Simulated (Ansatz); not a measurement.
**Cl2: vertical spin-state energies in Python**

Which spin state of Cl2 lies lowest at this geometry? Wanted for Cl2: vertical spin-state energies.

Computed with Ansatz 0.2.0, driven from Python. Level of theory: CCSD(T)/aug-cc-pVDZ.

### Step 1. Starting point

Bond lengths: Cl1–Cl2 1.940 Å.

The script holds or builds the structure itself.

### Step 2. The code

cl2_spin.py

```python
"""Gap between spin states of Cl2 at one geometry."""

import warnings

import ansatz as az

warnings.simplefilter("ignore", az.DeckWarning)

cl2 = (
    az.Crystal.molecule()
    .atom("Cl", [0.0, 0.0, 0.0])
    .atom("Cl", [0.0, 0.0, 1.94])
)

base = cl2.calculation()
base = base.basis(gaussian="aug-cc-pVDZ")
base = base.correlation("ccsd_t")
base = base.scf(lower_state_search="light")
found = {}
for unpaired in [0, 2]:
    data = base.spin("collinear", total=unpaired).run(threads=1).report
    s = unpaired / 2
    found[unpaired] = data["free_energy_ev"]
    print(f"2S+1 = {unpaired + 1}: E = {found[unpaired]:.5f} eV, <S^2> = {abs(data['mean_field']['state']['spin_squared']):.3f} (pure state {s * (s + 1):.2f})")
lowest = min(found, key=found.get)
for unpaired, e in found.items():
    print(f"multiplicity {unpaired + 1}: {(e - found[lowest]):.3f} eV above the lowest")
```

### Step 3. The calls as engine input

The package turns the script's settings into the engine's input (first run):

```yaml
crystal:
  periodic: [false, false, false]
  atoms:
    - { symbol: Cl, position_ang: [0.0, 0.0, 0.0] }
    - { symbol: Cl, position_ang: [0.0, 0.0, 1.94] }
basis:
  gaussian:
    orbitals: aug-cc-pVDZ
magnetization:
  spin_polarized: true
  initial_magnetization: 0.0
correlation:
  method: ccsd_t
scf:
  lower_state_search: light
```

### Step 4. Running it

Started as:

```sh
$ python cl2_spin.py
```

**Question.** Which spin state is lowest at this geometry, and how far above lie the others?

The runs gave:

| quantity | value |
| --- | --- |
| runs compared | 2 |
| lowest | run 1 (2S+1 = 1) |
| next above it by | 3.413 eV |

In words: In order: multiplicity 1 (+0.00 eV) and multiplicity 3 (+3.41 eV), all at the one geometry. The geometry is a force-field or estimated start, not a minimum of this method, and the basis set is short of its limit. All parts are taken at fixed geometry, without zero-point energy. The spin state was assumed, and another may lie lower.
